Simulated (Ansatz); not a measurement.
# HSE06/cc-pVTZ run of CH3Al (SMILES C[Al])

What is the vertical ionisation energy of CH3Al at HSE06/cc-pVTZ? 

The results are computed with Ansatz 0.2.0.

68 further runs of the same task are left out: 68 set aside as unsound or not needed.

### 1 The molecule

CH3Al: 5 atoms, total charge 0, spin state singlet. SMILES: `C[Al]`. The shape is that of a PBE0-D4/def2-TZVP optimisation.

Bond lengths: C1–Al2 1.988 Å, C1–H3 1.098 Å, C1–H4 1.098 Å, C1–H5 1.098 Å. Angles: Al2–C1–H3 111.8°, Al2–C1–H4 111.8°, Al2–C1–H5 111.8°, H3–C1–H4 107.1°, H3–C1–H5 107.1°, H4–C1–H5 107.1°.

### 2 A single-point energy at HSE06/cc-pVTZ

The input, input.yaml:

```yaml
crystal:
  periodic: [false, false, false]
  atoms:
    - {symbol: C, position_ang: [-0.131220, -0.057510, 0.054000]}
    - {symbol: Al, position_ang: [1.572690, 0.689240, -0.647230]}
    - {symbol: H, position_ang: [-0.230740, -1.127460, -0.171770]}
    - {symbol: H, position_ang: [-0.205100, 0.049890, 1.144270]}
    - {symbol: H, position_ang: [-1.005630, 0.445840, -0.379270]}
basis:
  gaussian: {orbitals: cc-pVTZ}
hamiltonian: {xc: {name: HSE06}}
accuracy: high
output: {orbitals: {seedname: orbitals}}
```

The run is started by

```console
$ ansatz run input.yaml --threads 1 --pin off --max-ram 3480MiB --events-out events.jsonl --progress --plain --runs-dir runs
```

Log:

```text
Warning: RAYON_NUM_THREADS=1 ignored (pool sized by the plan → 1); use --threads N
Functional definition: HSE06
  name "HSE06"
  parameter a = 0.25
  parameter omega = 0.11/bohr
  exchange = pbe_x - a*pbe_x_sr(omega) + a*exact_x_sr(omega)
  correlation = pbe_c
1819 factors; integrals over basis functions are off by at most 3.2e-9 eV
92 factors; integrals over basis functions are off by at most 6.7e-10 eV
mean field evaluation 1: about -7670.3579 eV, gradient 5.6e1 eV
mean field evaluation 2: about -7660.4122 eV, gradient 7.3e1 eV
mean field evaluation 4: about -7677.7553 eV, gradient 8.8e-1 eV
mean field evaluation 8: about -7677.7568 eV, gradient 3.3e-2 eV
mean field evaluation 16: about -7677.7568 eV, gradient 4.9e-6 eV
mean field -7677.75679935 eV, -282.1523582056 hartree, gradient 4.3e-8 eV, S^2 0.000000; 0 other end points of the search recorded, 0 dependent functions left out
reference -7677.75680217 eV, -282.1523583094 hartree; 11, 11 occupied and 95, 95 virtual orbitals, 1819 factors
Total energy: -7677.75680217 eV, -282.1523583094 hartree
```

Run time: 3 s. Hardware: 1 thread of Intel Xeon 6975P-C (Granite Rapids), shared host; peak memory 0.29 GiB.

### 3 The doublet cation at the same level

The input, run.yaml:

```yaml
crystal:
  periodic: [false, false, false]
  atoms:
    - {symbol: C, position_ang: [-0.131220, -0.057510, 0.054000]}
    - {symbol: Al, position_ang: [1.572690, 0.689240, -0.647230]}
    - {symbol: H, position_ang: [-0.230740, -1.127460, -0.171770]}
    - {symbol: H, position_ang: [-0.205100, 0.049890, 1.144270]}
    - {symbol: H, position_ang: [-1.005630, 0.445840, -0.379270]}
basis:
  gaussian: {orbitals: cc-pVTZ}
total_charge: 1
magnetization: {spin_polarized: true, initial_magnetization: 1}
hamiltonian: {xc: hse06}
accuracy: high
output: {orbitals: {seedname: orbitals}}
```

The run is started by

```console
$ ansatz run run.yaml --threads 1 --pin off --max-ram 3480MiB --events-out events.jsonl --progress --plain --runs-dir runs
```

Log, cut to the lines that bear on the results:

```text
Warning: RAYON_NUM_THREADS=1 ignored (pool sized by the plan → 1); use --threads N
[... 6 set-up lines as earlier in the session ...]
1819 factors; integrals over basis functions are off by at most 3.2e-9 eV
92 factors; integrals over basis functions are off by at most 6.7e-10 eV
mean field evaluation 1: about -7652.0625 eV, gradient 6.0e1 eV
mean field evaluation 2: about -7564.1171 eV, gradient 1.1e2 eV
mean field evaluation 4: about -7669.8313 eV, gradient 5.8e0 eV
mean field evaluation 8: about -7670.0870 eV, gradient 6.4e-1 eV
mean field evaluation 16: about -7670.0906 eV, gradient 9.4e-5 eV
mean field -7670.09055224 eV, -281.8706288208 hartree, gradient 2.2e-8 eV, S^2 0.757818; 0 other end points of the search recorded, 0 dependent functions left out
reference -7670.09055561 eV, -281.8706289446 hartree; 11, 10 occupied and 95, 96 virtual orbitals, 1819 factors
Total energy: -7670.09055561 eV, -281.8706289446 hartree
```

Run time: 5.4 s. Hardware: 1 thread of Intel Xeon 6975P-C (Granite Rapids), shared host; peak memory 0.37 GiB.

### 4 Results

At HSE06/cc-pVTZ:

| quantity | value |
| --- | --- |
| singlet CH3Al: total energy | -282.15236 Eh |
| singlet CH3Al: HOMO energy | -5.18 eV |
| singlet CH3Al: LUMO energy | -1.73 eV |
| singlet CH3Al: HOMO–LUMO gap | 3.45 eV |
| doublet cation: total energy | -281.87063 Eh |
| doublet cation: HOMO energy (highest over α and β) | -12.80 eV |
| doublet cation: LUMO energy (lowest over α and β) | -10.12 eV |
| doublet cation: ⟨S²⟩ | 0.758 |
| vertical ionisation energy (to the doublet cation) | 7.666 eV |

Removing an electron at fixed nuclei costs 7.67 eV (177 kcal/mol). The negative HOMO energy of the first species, 5.18 eV, lies 2.49 eV below that difference.
